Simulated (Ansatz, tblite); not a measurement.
Forces on Si2H4 at its PBE-D4/def2-TZVP geometry. Total charge 0; singlet.

The xTB rows come from tblite. The structure comes from a short search, and lower isomers may exist.

GFN1-xTB (tblite), largest force 0.91 eV/Å:

```xyz
6
positions Å, forces eV/Å
Si    0.670    0.108    0.849    0.164    0.279    0.852
Si   -0.670   -0.108   -0.848   -0.165   -0.280   -0.852
H    -1.050    1.111   -1.622   -0.127   -0.452    0.391
H     1.051   -1.112    1.621    0.126    0.453   -0.390
H    -1.790   -1.092   -0.757    0.217    0.571   -0.011
H     1.789    1.093    0.757   -0.216   -0.571    0.011
```

GFN2-xTB (tblite), largest force 0.67 eV/Å:

```
Si 0.361 0.095 0.551
Si -0.361 -0.095 -0.551
H -0.099 -0.485 0.272
H 0.099 0.486 -0.271
H 0.232 0.502 -0.116
H -0.232 -0.502 0.116
```

PBE-D4/def2-TZVP (Ansatz), largest force 0.01 eV/Å:

```
Si -0.013 0.002 -0.006
Si 0.013 -0.003 0.005
H -0.001 0.002 0.001
H 0.001 -0.002 -0.001
H -0.002 0.000 0.002
H 0.002 0.000 -0.002
```
